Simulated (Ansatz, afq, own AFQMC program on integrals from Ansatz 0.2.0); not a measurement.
## AlH$_{4}$, doublet in 6-31G, levels against full CI

```tsv
atom	x (Å)	y (Å)	z (Å)
Al	-0.0599	0.0001	-0.1328
H	0.4487	0.0018	1.9858
H	-0.3171	-0.0089	1.9564
H	0.7333	1.3833	-0.1888
H	0.7376	-1.3801	-0.1993
```

Basis 6-31G. Only valence electrons are correlated. AFQMC by an in-house program on the Cholesky factors that Ansatz 0.2.0 writes for its CCSD(T) run. The CISD trial takes its coefficients from CCSD amplitudes. Released means that phaseless walkers are propagated on without the constraint, phases kept. Free AFQMC starts from the CCSD state and is never constrained. Its projection time is finite, and what remains of the start isn't in its error. ± is one standard error of the sampling.

Determinant: UHF, the one that the program's search chose, which needn't be the lowest solution. The geometry is a point of a scan.

Full CI on the same integrals is exact in this basis and with this determinant's frozen core.

The T1 diagnostic is 0.0114 and the weight of the determinant in the CISD state is 0.946. The ⟨S²⟩ of the determinant is 0.751 and the size of the correlated space is 7 electrons in 16 orbitals.

```
  level  correlation energy (eV)
    MP2                  -1.3367
   CCSD                  -1.9181
CCSD(T)                  -1.9358
```

Problem. Estimate where phaseless AFQMC with the Hartree–Fock trial lies against CCSD(T) on the same integrals.

Solution. 7.8 ± 11.2 meV above CCSD(T). The gap is under twice the noise, so this walk alone can't tell the two apart.

Reference: full CI, correlation energy -1.945 eV. The released energy is read at 2.40 1/Eh (meV from the phaseless value at times in 1/Eh: -0.2 ± 0.4 at 0.24, 0.0 ± 0.3 at 0.51, -0.3 ± 0.3 at 0.99, -0.7 ± 0.4 at 1.62, -0.4 ± 0.3 at 2.40).

```
         level  E − E(reference) (meV)  share of correlation (%)
       CCSD(T)                     9.2                     99.53
         CCSDT                     0.4                     99.98
      CCSDT(Q)                     0.1                     99.99
        CCSDTQ                     0.0                    100.00
   ph-AFQMC/HF             17.0 ± 11.2                     99.12
 ph-AFQMC/CISD               0.8 ± 0.5                     99.96
released AFQMC               0.4 ± 0.3                     99.98
    free AFQMC               0.2 ± 0.3                     99.99
```

CCSDT and higher add their correlation energy to the determinant of the CCSD(T) run, since their own runs factorise the integrals more tightly (a shift of under 2 meV). Free projections are given only where their last times agree within the noise and don't stop above the reference; a slow remainder of the start can still hide under it. Released energies are given only where the last usable release times agree within the noise; a slower fall can still hide under it.
